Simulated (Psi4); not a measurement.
# One shape, several levels: quartet BH2Cl−

Aim: a comparison of 6 runs (UHF/3-21G, UB3LYP/6-31G*, UDSD-PBEP86/cc-pVTZ, UHSE06/cc-pVTZ, UTPSSh/cc-pVTZ, UMP3/cc-pVTZ) of quartet BH2Cl−. 

The calculation is run with Psi4 1.11.

## 1. The molecule

BH2Cl−: 4 atoms, total charge -1, spin state quartet. As SMILES of the parent species, `[BH2-]Cl`. The shape is that of a GFN2-xTB optimisation. That shape belongs to the parent species and isn't relaxed for this state.

Bond lengths: B1–Cl2 1.923 Å, B1–H3 1.212 Å, B1–H4 1.212 Å. Angles: Cl2–B1–H3 107.8°, Cl2–B1–H4 107.8°, H3–B1–H4 115.8°.

## 2. The energy at UHF/3-21G (run 1)

The input, input.in:

```
memory 1.6 GB

molecule {
  -1 4
  B     -0.072740    -0.194320    -0.337270
  Cl     1.390160     0.062360     0.884750
  H     -0.963970    -0.752550     0.264630
  H     -0.353460     0.884500    -0.812110
  symmetry c1
}

set {
  basis         3-21G
  reference     uhf
  puream        true
  e_convergence 1e-09
  d_convergence 1e-08
  scf_type      pk
  maxiter       200
}

result, w = energy("hf", return_wfn=True)
print_variables()
```

On the command line:

```
$ psi4 input.in input.out -n 1
```

input.out:

```text
[...]
  Running in c1 symmetry.
[...]
  Nuclear repulsion =   35.018506622506017
[...]
  Multiplicity = 4
[...]
  Nalpha       = 14
  Nbeta        = 11
[...]
    Number of basis functions: 26
[...]
   @UHF iter   1:  -482.64086863902190   -3.25024e-01   7.55324e-03 DIIS/ADIIS
[...]
   @UHF iter  24:  -482.67789119691099   -7.61702e-12   7.02580e-09 DIIS
[...]
   @S^2 Observed:                3.758939110E+00
[...]
  @UHF Final Energy:  -482.67789119691099
   => Energetics <=
    Nuclear Repulsion Energy =             35.0185066225060169
    One-Electron Energy =                -741.3808301179594764
    Two-Electron Energy =                 223.6844322985424469
    Total Energy =                       -482.6778911969109913
  UHF NO Occupations:
  HONO-2 :   12  A 1.0000000
  HONO-1 :   13  A 1.0000000
[...]
 Multipole Moments:
 ------------------------------------------------------------------------------------
     Multipole            Electronic (a.u.)      Nuclear  (a.u.)        Total (a.u.)
 ------------------------------------------------------------------------------------
 L = 1.  Multiply by 2.5417464519 to convert [e a0] to [Debye]
 Dipole X            :          4.2707762           -2.4439464            1.8268298
 Dipole Y            :          0.1734728            0.2519057            0.4253786
 Dipole Z            :          2.6915755           -1.0047875            1.6867881
 Magnitude           :                                                    2.5225994
[...]
```

Wall time 2.5 s (1 thread of Intel Xeon Platinum 8488C (Sapphire Rapids), shared host); peak memory 0.18 GiB.

## 3. The energy at UB3LYP/6-31G(d) (Cartesian functions) (run 2)

The input, bclh2.inp:

```
memory 1600 mb

molecule system {
  -1 4
  B
  Cl 1 r2
  H 1 r3 2 a3
  H 1 r4 3 a4 2 d4

  r2 = 1.923355
  r3 = 1.211691
  a3 = 107.77693
  r4 = 1.211664
  a4 = 115.75059
  d4 = -120.78882
  units angstrom
  symmetry c1
}

set basis 6-31G*
set reference uks
set puream false
set e_convergence 1e-09
set d_convergence 1e-08
set scf_type pk
set dft_radial_points 99
set dft_spherical_points 590
set maxiter 200

E, wfn = energy('b3lyp', return_wfn=True)
oeprop(wfn, 'MULLIKEN_CHARGES', 'MAYER_INDICES', 'WIBERG_LOWDIN_INDICES')
```

On the command line:

```
$ psi4 bclh2.inp bclh2.out -n 1
```

bclh2.out:

```text
[...]
  Running in c1 symmetry.
[...]
  Nuclear repulsion =   35.018504305484669
[...]
  Multiplicity = 4
[...]
  Nalpha       = 14
  Nbeta        = 11
[...]
    Number of basis functions: 38
[...]
   @UKS iter   1:  -485.76185244915746    2.60477e-02   1.34482e-02 ADIIS/DIIS
[...]
   @UKS iter  13:  -485.96373601532503   -1.70530e-12   6.23214e-09 DIIS
[...]
   @S^2 Observed:                3.753326546E+00
[...]
  @UKS Final Energy:  -485.96373601532503
   => Energetics <=
    Nuclear Repulsion Energy =             35.0185043054846687
    One-Electron Energy =                -744.7861231142826455
    Two-Electron Energy =                 250.5988741006781879
    DFT Exchange-Correlation Energy =     -26.7949913072051871
    Empirical Dispersion Energy =           0.0000000000000000
    VV10 Nonlocal Energy =                  0.0000000000000000
    Total Energy =                       -485.9637360153250256
[...]
 Multipole Moments:
 ------------------------------------------------------------------------------------
     Multipole            Electronic (a.u.)      Nuclear  (a.u.)        Total (a.u.)
 ------------------------------------------------------------------------------------
 L = 1.  Multiply by 2.5417464519 to convert [e a0] to [Debye]
 Dipole X            :         -0.6708066            0.8787857            0.2079791
 Dipole Y            :         -0.3445957            0.4518026            0.1072068
 Dipole Z            :          3.8825756           -2.4636436            1.4189320
 Magnitude           :                                                    1.4380948
[...]
```

Run time: 11 s. Hardware: 1 thread of Intel Xeon Platinum 8488C (Sapphire Rapids), shared host; peak memory 0.44 GiB.

Runs 3 to 5 aren't shown in full; the table further down has their settings and results.

## 4. The energy at UMP3/cc-pVTZ (run 6)

The input, input.inp:

```
memory 1600 mb

molecule {
  -1 4
  B
  Cl 1 1.923355
  H 1 1.211691 2 107.77693
  H 1 1.211664 3 115.75059 2 -120.78882
  symmetry c1
  no_reorient
  no_com
}

set globals {
  basis           cc-pVTZ
  reference       uhf
  puream          true
  e_convergence   1e-09
  d_convergence   1e-08
  scf_type        pk
  num_frozen_docc 6
  maxiter         200
  mp_type         conv
}

energy('mp3')
```

On the command line:

```
$ psi4 -n 1 input.inp input.out
```

input.out:

```text
[...]
  Running in c1 symmetry.
[...]
  Nuclear repulsion =   35.018504305484669
[...]
  Multiplicity = 4
[...]
  Nalpha       = 14
  Nbeta        = 11
[...]
    Number of basis functions: 92
[...]
   @UHF iter   1:  -485.01171814740917   -3.45028e-01   2.99802e-03 ADIIS/DIIS
[...]
   @UHF iter  22:  -485.09128340431857   -2.61480e-11   9.51642e-09 DIIS
[...]
   @S^2 Observed:                3.768140778E+00
[...]
  @UHF Final Energy:  -485.09128340431857
   => Energetics <=
    Nuclear Repulsion Energy =             35.0185043054846687
    One-Electron Energy =                -742.8810630408388533
    Two-Electron Energy =                 222.7712753310356675
    Total Energy =                       -485.0912834043185740
  UHF NO Occupations:
  HONO-2 :   12  A 1.0000000
  HONO-1 :   13  A 1.0000000
[...]
 Multipole Moments:
 ------------------------------------------------------------------------------------
     Multipole            Electronic (a.u.)      Nuclear  (a.u.)        Total (a.u.)
 ------------------------------------------------------------------------------------
 L = 1.  Multiply by 2.5417464519 to convert [e a0] to [Debye]
 Dipole X            :         -0.7483874            0.8787857            0.1303983
 Dipole Y            :         -0.3847377            0.4518026            0.0670649
 Dipole Z            :          5.2231635           -2.4636436            2.7595199
 Magnitude           :                                                    2.7634131
[...]
	SCS-MP2 Total Energy (a.u.)        :  -485.38504719648540
	SOS-MP2 Total Energy (a.u.)        :  -485.38269398899882
[...]
	SOS-PI-MP2 Total Energy (a.u.)     :  -485.40511018782041
[...]
	MP2 Total Energy (a.u.)            :  -485.38975361145862
[...]
	SCS-MP3 Total Energy (a.u.)        :  -485.39303553714177
[...]
	MP3 Total Energy (a.u.)            :  -485.42170697408403
[...]
```

Wall time 17 s (1 thread of Intel Xeon Platinum 8488C (Sapphire Rapids), shared host); peak memory 0.87 GiB.

## 5. Overview of the runs

```
run                                                  level  Cartesian functions         integration grid  energy (Eh)  HOMO energy (eV)   ⟨S²⟩  wall time
  1                                              UHF/3-21G                   no                        –  -482.677891              3.89  3.759      2.5 s
  2                    UB3LYP/6-31G* (Cartesian functions)                  yes  99 radial × 590 angular  -485.963736              6.35  3.753       11 s
  3  UDSD-PBEP86/cc-pVTZ (density fitting for correlation)                   no  99 radial × 590 angular  -485.635062              3.64  3.763       34 s
  4                                         UHSE06/cc-pVTZ                   no  99 radial × 590 angular  -485.861395              4.87  3.755       74 s
  5                                         UTPSSh/cc-pVTZ                   no  99 radial × 590 angular  -486.056227              5.00  3.755       72 s
  6                                           UMP3/cc-pVTZ                   no                        –  -485.421707              3.28  3.768       17 s
```

## 6. Summary of results

| quantity | value |
| --- | --- |
| run 6: total energy | -485.42171 Eh |
| run 6: HOMO energy (Hartree–Fock orbitals) (highest over α and β) | 3.28 eV |
| run 6: LUMO energy (Hartree–Fock orbitals) (lowest over α and β) | 3.57 eV |
| run 6: correlation energy (6 core orbitals frozen) | -330.4 mEh |
| run 6: ⟨S²⟩ of the reference determinant | 3.768 |

What this shows: Totals of different functionals can't be ranked against each other. In runs 1, 2, 3, 4, 5, 6 the HOMO lies above zero, so the outermost electron may be held by the basis alone. All runs together took 3.5 min, the longest 74 s.
